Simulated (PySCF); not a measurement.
**Spin-orbit coupling and the first ionisation energy along the second row**

Two-component X2C-1e calculated with PySCF 2.14: MP2 on generalised Hartree-Fock spinors (GMP2), with spin-orbit coupling off and on (screened by Boettger's factors); no Breit or QED terms. Values in eV; the references (NIST) lie between the lowest levels. Elements whose determinants are no pure J levels are left out.

```tsv
element	configurations	spin-free	with spin-orbit	shift	reference
B (x2c-SVPall-2c, 1s2 frozen)	[He] 2s2 2p1 → [He] 2s2	8.200	8.201	0.001	8.298
O (x2c-SVPall-2c, 1s2 frozen)	[He] 2s2 2p4 → [He] 2s2 2p3	12.952	12.961	0.010	13.618
F (x2c-SVPall-2c, 1s2 frozen)	[He] 2s2 2p5 → [He] 2s2 2p4	16.946	16.943	-0.003	17.423
Ne (x2c-SVPall-2c, 1s2 frozen)	[Ne] → [He] 2s2 2p5	21.254	21.220	-0.034	21.565
```

What remains against the references is mostly the basis and correlation beyond MP2.
